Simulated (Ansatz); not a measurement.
Z-matrix (Å, degrees):
```
C
O 1 1.413
H 1 1.096 2 111.2
H 1 1.096 2 110.9 3 121.0
H 1 1.091 2 107.3 3 -120.1
C 2 1.381 1 113.2 3 -59.7
C 6 1.339 2 117.8 1 117.6
H 6 1.084 2 118.2 1 -64.2
N 7 1.380 6 126.7 2 -177.1
O 7 1.349 6 121.4 2 0.9
H 9 1.010 7 112.8 6 -140.3
H 9 1.008 7 113.6 6 -11.8
H 10 0.968 7 105.6 6 3.8
```

Total charge 0; spin multiplicity 1.

(1) List the B3LYP/def2-TZVPP orbital energies in eV (the Gaussian-basis code of Ansatz). (Best estimate.)

Results:

(1) Ansatz gave: Occupied: -521.19, -520.96, -389.78, -279.03, -278.00, -277.24, -29.38, -28.43, -24.80, -20.24, -18.30, -16.65, -14.74, -14.11, -13.10, -12.84, -12.54, -11.75, -11.20, -10.45, -9.53, -8.26, -7.88, -5.32. Lowest empty: 0.74, 1.02, 1.53, 1.85, 2.17, 2.76, 3.05, 3.16.

B3LYP here is the variant with VWN-RPA as its local correlation; programs differ in this.
